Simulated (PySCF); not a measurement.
**Excitation energies in several basis sets**

Species: cyclobutadiene, C4H4.
SMILES with atom numbers: `[CH:1]1=[CH:2][CH:3]=[CH:4]1` (hydrogens: H5 on C1; H6 on C2; H7 on C3; H8 on C4)

Structure used (PBE0-D3(BJ)/def2-SVP), in Å, numbered top down from 1:
```
atom  x, y, z in Å
C1     1.0080   -0.2469   -0.1640
C2     0.0715    1.0102   -0.1345
C3    -0.9730    0.2256    0.1438
C4    -0.0373   -1.0317    0.1129
H5     2.0715   -0.4104   -0.3436
H6     0.2171    2.0820   -0.2763
H7    -2.0365    0.3889    0.3235
H8    -0.1832   -2.1035    0.2546
```

TDDFT with PBE0 (PySCF), vertical singlets, core orbitals frozen in the response, spherical d and f functions. Isolated species at its PBE0-D3(BJ)/def2-SVP geometry, gas phase.

**Question.** How do the low singlets change with the basis? Take 6-31G*, def2-SVP, 6-31+G*, def2-SVPD, aug-cc-pVDZ, def2-TZVP, def2-TZVPD and aug-cc-pVTZ.

**Answer.** 

| basis | functions | diffuse | S1 (eV) | S2 (eV) | S3 (eV) | S4 (eV) | S5 (eV) | LUMO (eV) | α (au) |
| --- | --- | --- | --- | --- | --- | --- | --- | --- | --- |
| 6-31G* | 64 | no | 2.71 | 5.68 | 6.73 | 6.97 | 7.32 | -1.19 | 33.2 |
| def2-SVP | 76 | no | 2.68 | 5.55 | 6.65 | 6.76 | 6.86 | -1.53 | 35.5 |
| 6-31+G* | 80 | yes | 2.57 | 5.18 | 5.18 | 5.44 | 5.59 | -1.65 | 40.8 |
| def2-SVPD | 112 | yes | 2.62 | 5.45 | 5.75 | 5.83 | 6.13 | -1.69 | 42.9 |
| aug-cc-pVDZ | 128 | yes | 2.57 | 4.73 | 5.00 | 5.17 | 5.46 | -1.71 | 44.8 |
| def2-TZVP | 148 | no | 2.58 | 5.44 | 6.21 | 6.44 | 6.50 | -1.64 | 40.8 |
| def2-TZVPD | 184 | yes | 2.57 | 5.12 | 5.30 | 5.52 | 5.62 | -1.70 | 44.6 |
| aug-cc-pVTZ | 276 | yes | 2.55 | 4.71 | 4.99 | 5.14 | 5.44 | -1.72 | 45.2 |

States are compared by their number. Against the largest diffuse basis here (aug-cc-pVTZ, itself not a converged limit), sets without diffuse functions differ by up to 0.15 eV in S1 and 1.87 eV in S5; the smaller diffuse sets differ by up to 0.06 and 0.69 eV. State by state, the largest deviation of a set without diffuse functions is S1 0.15, S2 0.97, S3 1.74, S4 1.83, S5 1.87 eV. The same number needn't mean the same state in each row. Against aug-cc-pVTZ the polarisability deviates by -27% in 6-31G*, -22% in def2-SVP, -10% in 6-31+G*, -5% in def2-SVPD, -1% in aug-cc-pVDZ, -10% in def2-TZVP, -1% in def2-TZVPD. A single + in a Pople set puts diffuse functions on heavy atoms only.
